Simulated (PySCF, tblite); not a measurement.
# 3,3-dimethyloxetane (C₅H₁₀O): geometry, infrared bands and NMR shifts

Wanted: the infrared bands and NMR shifts of 3,3-dimethyloxetane (C₅H₁₀O) (`CC1(C)COC1`), by calculation.

Computed with tblite 0.8.0 and PySCF 2.14.0, with density-fitted response routines of our own, on a single molecule in the gas phase. Atoms count from 0, in the outputs and in this text.

## 1. The molecule as given

16 atoms, charge 0, multiplicity 1; geometry from: force field or distance geometry start.

Bonds of the start (Å): C0–C1 1.52, C1–C2 1.51, C1–C3 1.54, C3–O4 1.44, O4–C5 1.45, C5–C1 1.54, C0–H6 1.10, C0–H7 1.09, C0–H8 1.10, C2–H9 1.09, C2–H10 1.11, C2–H11 1.09, C3–H12 1.11, C3–H13 1.09, C5–H14 1.09, C5–H15 1.08.

## 2. Optimising the geometry with GFN2-xTB

Job settings and geometry (Å):

```
{"job": {"kind": "relax", "xc": "GFN2-xTB", "basis": "xTB"}, "charge": 0, "multiplicity": 1}
C     -1.126700    -0.265700     1.049600
C     -0.064000     0.050800     0.010600
C     -0.211600     1.429100    -0.589800
C      1.377800    -0.265600     0.463600
O      1.594600    -1.118700    -0.677500
C      0.180800    -1.070200    -1.015700
H     -1.107400     0.463200     1.869200
H     -1.000400    -1.256600     1.486800
H     -2.127100    -0.226800     0.599200
H      0.556100     1.640500    -1.328200
H     -1.191700     1.523800    -1.099100
H     -0.168600     2.206000     0.179100
H      1.475100    -0.846500     1.408600
H      2.080600     0.568600     0.489900
H     -0.297500    -2.024000    -0.808800
H      0.022500    -0.799000    -2.049000
```

Started as:

```sh
$ OMP_NUM_THREADS=1 python probes_run.py task.json out
```

One launch serves the whole session: the jobs run in the order shown.

**Question.** This job is followed by: GFN2-xTB harmonic vibrations, gas phase; GIAO PBE0/pcSseg-1 NMR shielding, non-relativistic, gas phase. Predict these results of the whole session: strongest single infrared mode (GFN2-xTB); zero-point energy (GFN2-xTB); 13C shifts against TMS (PBE0/pcSseg-1, means over atoms taken as alike); 1H shifts against TMS (PBE0/pcSseg-1, means over atoms taken as alike); 17O shifts against H2O (PBE0/pcSseg-1).

The runs gave:

```
                                                               quantity                  value
                              strongest single infrared mode (GFN2-xTB)  2922 cm⁻¹, 101 km/mol
                                           zero-point energy (GFN2-xTB)          88.1 kcal/mol
13C shifts against TMS (PBE0/pcSseg-1, means over atoms taken as alike)   85.0, 36.8, 28.8 ppm
 1H shifts against TMS (PBE0/pcSseg-1, means over atoms taken as alike)         4.50, 1.29 ppm
                                 17O shifts against H2O (PBE0/pcSseg-1)              -13.2 ppm
```

In words: The optimisation took 37 steps and gained 0.063 eV; among the close pairs (by a distance rule), O4–C5 changed most, from 1.454 to 1.429 Å. All 42 modes are real, so the xTB geometry is a minimum. GFN2-xTB is a fitted tight-binding method: band positions and strengths are rough. Its intensities can rank the bands wrongly. H12, H13, H14, H15 (mean) (hydrogen on an sp3 CH2 bonded to O) lies farthest downfield among hydrogen, at 4.50 ppm; its carbon carries O, an electronegative neighbour. At PBE0/pcSseg-1: The largest span, 105 ppm, is at O4, where the paramagnetic term is -48 ppm.
